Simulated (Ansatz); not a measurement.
A nudged elastic band was laid between two geometries of CH₇BO (10 atoms, charge 0, multiplicity 1).

Method: Ansatz, RKS PBE-D4/def2-SVP.

```json
{"movable images": "5", "climbing image": "yes", "spring": "5.0 eV/Å²", "optimiser": "quadratic models (default)", "start path": "through a guess of the saddle point", "force threshold": "0.03 eV/Å", "iteration limit": "60", "end points": "relaxed"}
```

Initial state:

```xyz
10
Properties=species:S:1:pos:R:3
B 0.104 -0.126 0.030
H 0.229 0.684 0.944
H 1.128 -0.360 -0.602
H -0.904 0.030 -0.662
O -0.171 -1.536 0.855
C -0.506 -2.677 0.042
H 0.362 -2.845 -0.619
H -0.664 -3.558 0.694
H -1.401 -2.470 -0.579
H -0.894 -1.351 1.487
```

Final state:

```xyz
10
Properties=species:S:1:pos:R:3
B -0.072 -0.346 -1.035
H 0.082 -0.825 3.221
H 0.472 0.731 -0.881
H -0.672 -0.655 -2.056
O 0.011 -1.214 -0.004
C -0.569 -2.513 -0.033
H 0.236 -3.272 0.052
H -1.243 -2.624 0.840
H -1.140 -2.685 -0.971
H 0.179 -0.804 2.457
```

(1) Which bonds break or form, and what moves?

(2) What energy profile does the band end with?

(3) What is the geometry of the highest image?

## Answers

(1) Bonds broken: B1–H2, O5–H10. Bonds formed: H2–H10. CH7BO becomes CH5BO + H2.

(2) It converged. The highest image is number 3 of 0 to 6, 0.79 eV above the first end and 1.37 eV above the last; the last end lies 0.57 eV below the first. The profile has 2 maxima (images 1, 3) with wells between them (image 2): this band takes more than one step, which may be the mechanism or a detour left from its start path. Neighbouring images differ by up to 1.3 eV, so the band resolves the path poorly. A vibrational analysis at the climbing image gives one clearly imaginary mode, 1137i cm⁻¹: a first-order saddle point. The orbitals stay closed-shell, which can raise the energy where a bond breaks towards radicals; this wasn't checked here.

```
image  path coordinate (Å)  energy (eV)  B1–H2 (Å)  O5–H10 (Å)  H2–H10 (Å)
    0                 0.00         0.00       1.23        0.98        2.39
    1                 1.49         0.09       1.23        0.97        2.39
    2                 2.99         0.02       1.23        0.98        2.22
    3                 4.48         0.79       1.37        1.29        1.03
    4                 6.13        -0.49       2.71        2.68        0.77
    5                 7.77        -0.53       3.52        2.60        0.77
    6                 9.41        -0.57       4.29        2.50        0.77
```

(3) 
```xyz
10
Properties=species:S:1:pos:R:3:forces:R:3
B -0.082 -0.222 -0.003 0.00 0.00 0.00
H -0.218 0.036 1.334 0.00 0.00 0.00
H 0.780 0.540 -0.392 0.00 0.00 0.00
H -1.213 -0.167 -0.452 0.00 0.00 0.00
O 0.467 -1.681 0.197 0.00 0.00 0.00
C -0.468 -2.733 -0.023 0.00 0.00 0.00
H 0.025 -3.695 0.221 0.00 0.00 0.00
H -1.381 -2.626 0.605 0.00 0.00 0.00
H -0.785 -2.745 -1.088 0.00 0.00 0.00
H 0.157 -0.916 1.192 0.00 0.00 0.00
```

The run took 3.1 min on 1 thread of Arm Neoverse V1 (shared host), peak memory 0.13 GiB.
